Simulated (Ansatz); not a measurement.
## Ansatz (development build ahead of 0.2.0) run

```yaml
crystal:
  periodic: [false, false, false]
  atoms:
    - { symbol: C, position_ang: [0.04849, -0.19544, -1.51238] }
    - { symbol: C, position_ang: [-0.1506, -0.01095, -0.25923] }
    - { symbol: C, position_ang: [0.21988, -0.20209, 1.26151] }
basis:
  gaussian: { orbitals: def2-SVP }
hamiltonian:
  xc: hf
output:
  forces: true
```

The input is written out in the form of the current development build from the run's settings.

Results

| Quantity | Value |
| --- | --- |
| Converged | yes |
| Total energy | -113.17959 hartree |

Forces (eV/Å):
```json
{"atom": "C1", "Fx": "-0.118", "Fy": "0.101", "Fz": "0.533"}
{"atom": "C2", "Fx": "2.726", "Fy": "-1.451", "Fz": "10.065"}
{"atom": "C3", "Fx": "-2.609", "Fy": "1.350", "Fz": "-10.597"}
```

Caution: stretched shape with no unrestricted run beside it, a lower state can exist.
